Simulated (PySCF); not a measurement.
# Working out the ionisation energy of Si

Si [Ne] 3s2 3p2 (3P) → Si⁺ [Ne] 3s2 3p1 (2P). Computed with PySCF 2.14 in aug-cc-pV(T+d)Z (6s5p4d2f, 55 functions), with the non-relativistic Hamiltonian (point nucleus). Frozen: [Ne]. Energies in hartree (1 hartree = 27.21139 eV):

```
            part   Si (lower)  Si⁺ (upper)
             UHF  -288.856691  -288.575956
CCSD correlation    -0.074873    -0.058738
             (T)    -0.002585    -0.001103
```

**Question.** What does Hartree-Fock give?

**Answer.** (-288.575956) − (-288.856691) = 0.280735 hartree = 7.639 eV.

**Question.** What do CCSD and CCSD(T) give?

**Answer.** The CCSD correlation energies differ by 0.016135 hartree = 0.439 eV and the triples by 0.001482 hartree = 0.040 eV, so CCSD gives 8.078 eV and CCSD(T) 8.118 eV.

Measured between the centres of the two terms (NIST): 8.157 eV, so CCSD(T) (valence) is off by -0.039 eV.

What remains against the reference includes basis incompleteness, the frozen core and higher excitations.
